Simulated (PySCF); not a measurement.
**P₄, triplet: data card**

Level of theory: UPBE0 in PySCF with P def2-TZVP; no relativity; density-fitted integrals.

The structure is a saddle point with 1 imaginary mode.

Coordinates in bohr (charge 0 multiplicity 3):
```
P     2.0269    2.0269    0.0000
P    -2.0269    2.0269    0.0000
P    -2.0269   -2.0269    0.0000
P     2.0269   -2.0269    0.0000
```

| Property | Result |
| --- | --- |
| Point group | D4h |
| Bond lengths | P–P 2.145 Å (×4) |
| Bond angles | P–P–P 90.0° (×4) |
| Highest occupied level (β) | -6.95 eV |
| Atomisation energy without zero-point energy | 957 kJ/mol |
| Principal quadrupole moments (Buckingham, traceless) about the centre of mass | -1.33, -1.33, 2.66 D Å |
| Lowest empty level (β) | -4.21 eV |
| Rotational constants | 0.1183, 0.1183, 0.05913 cm⁻¹ |
| Zero-point energy (real modes) | 13.1 kJ/mol |
| Principal polarisabilities | 56.5, 111.0, 111.0 bohr³ |
| Dipole moment | 0.00 D |
| Spin squared ⟨S²⟩ | 2.009 |

Harmonic modes (masses in u: P 30.974):
```json
{"symmetry": "b2u", "ω (cm⁻¹)": "259i", "IR (km/mol, summed over degenerate members)": "–"}
{"symmetry": "b1g", "ω (cm⁻¹)": "271", "IR (km/mol, summed over degenerate members)": "0.0"}
{"symmetry": "eu", "ω (cm⁻¹)": "415", "IR (km/mol, summed over degenerate members)": "10.0"}
{"symmetry": "a1g", "ω (cm⁻¹)": "529", "IR (km/mol, summed over degenerate members)": "0.0"}
{"symmetry": "b2g", "ω (cm⁻¹)": "567", "IR (km/mol, summed over degenerate members)": "0.0"}
```

In D4h the vibrations span b2u + b1g + eu + a1g + b2g. The a1g, b1g, b2g, b2u modes carry no infrared intensity, as symmetry demands. With a centre of inversion only u modes can be infrared active and only g modes Raman active.

Charges (e):
```json
{"atom": "P1", "Mulliken": "0.00", "Löwdin": "0.00", "polar tensor": "0.00", "spin (Mulliken)": "0.50", "Mayer order to P1": "–"}
{"atom": "P2,4", "Mulliken": "0.00", "Löwdin": "0.00", "polar tensor": "0.00", "spin (Mulliken)": "0.50", "Mayer order to P1": "1.29"}
{"atom": "P3", "Mulliken": "0.00", "Löwdin": "0.00", "polar tensor": "0.00", "spin (Mulliken)": "0.50", "Mayer order to P1": "0.30"}
```
Other Mayer orders above 0.3: P–P 1.29 (×2).

Mulliken populations on P1: s 5.80, p 9.01, d 0.18, f 0.01.

Outer orbital energies (eV). α occupied: -12.25, -10.72, -10.17, -9.72, -7.14, -7.14, -6.97, -6.97; empty: -2.69, -1.37, -1.37, 1.43. β occupied: -16.41, -16.41, -11.64, -10.45, -9.53, -8.58, -6.95, -6.95; empty: -4.21, -4.21, -1.12, -1.12.

Other isomers or separated fragments may lie lower. At this level a singlet minimum of Td symmetry lies 273 kJ/mol below this structure.

The final relaxation and frequency run took 36 s on 4 threads of a shared Arm Neoverse V2 host, with 148 basis functions and 6 gradients; the process peaked at 1.5 GiB.
